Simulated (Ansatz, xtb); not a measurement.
# Ranking isomers of CH3LiN

4 gas-phase structures of CH3LiN, found in a search over its isomers (lower ones may exist). Each was relaxed with GFN2-xTB:

A. a doublet given by its coordinates
B. a doublet given by its coordinates
C. `[Li][NH][CH2]`, a doublet
D. `[Li][CH]N`, a doublet

B (Å):

```csv
atom,x (Å),y (Å),z (Å)
C,0.4189,-0.1983,-0.5130
Li,-0.5569,-1.9450,-0.0012
N,0.3757,-0.6271,0.8192
H,0.1415,0.1599,1.4173
H,1.1907,-0.6973,-1.1037
H,0.3962,0.8763,-0.6867
```

Close contacts (Å): C1–Li2 2.07, C1–N3 1.40, Li2–N3 1.81, C1–H5 1.09, C1–H6 1.09, N3–H4 1.02.

A (Å):

```json
{"atom": "C", "x (Å)": "-0.2480", "y (Å)": "-0.4451", "z (Å)": "-0.4462"}
{"atom": "Li", "x (Å)": "-2.2709", "y (Å)": "1.1866", "z (Å)": "1.1808"}
{"atom": "N", "x (Å)": "-1.1667", "y (Å)": "0.3007", "z (Å)": "0.2935"}
{"atom": "H", "x (Å)": "-0.6537", "y (Å)": "-0.7194", "z (Å)": "-1.4345"}
{"atom": "H", "x (Å)": "0.6844", "y (Å)": "0.1161", "z (Å)": "-0.6188"}
{"atom": "H", "x (Å)": "0.0230", "y (Å)": "-1.3819", "z (Å)": "0.0694"}
```

Close contacts (Å): C1–N3 1.40, Li2–N3 1.67, C1–H4 1.10, C1–H5 1.10, C1–H6 1.10.

Problem. Make a reasoned guess at their ranking by r2SCAN-D4/def2-SVP single-point energy.

Solution. Calculated order at r2SCAN-D4/def2-SVP: B (0.0), C (0.5), A (15.6), D (28.6) kcal/mol. Less than 1 kcal/mol parts B and C, so the order within that pair means little. CCSD(T)/def2-TZVP after further relaxation puts C lowest instead.

Energies above the lowest of each column, in kcal/mol; the last columns are at PBE0-D3(BJ)/def2-SVP geometries and were run for some of them only (a dash: not run or not comparable):

```csv
structure,GFN2-xTB,HF/STO-3G,r2SCAN-D4/def2-SVP,PBE0-D3(BJ)/def2-SVP,CCSD(T)/def2-TZVP
B,1.8,14.5,0.0,0.5,2.4
C,0.0,0.0,0.5,0.0,0.0
A,7.3,0.5,15.6,17.2,19.2
D,28.9,44.8,28.6,–,–
```

CCSD(T)/def2-TZVP puts C lowest of those it was run on; r2SCAN-D4/def2-SVP picks B. CCSD(T)/def2-TZVP orders those it was run on as C (0.0), B (2.4), A (19.2) kcal/mol. Flexible structures stand in one conformer each, not always the lowest. Frequencies (PBE0-D3(BJ)/def2-SVP) were run for A, B, C alone. Open shells are spin-unrestricted, some with notable spin contamination.

Over these structures GFN2-xTB departs from r2SCAN-D4/def2-SVP by 3.3 kcal/mol on average once a common shift is removed. A GFN2-xTB relaxation took about 0.049 s and the r2SCAN-D4/def2-SVP energy about 2.6 s on a shared host (Ansatz 0.2.0, xtb 6.7.1).
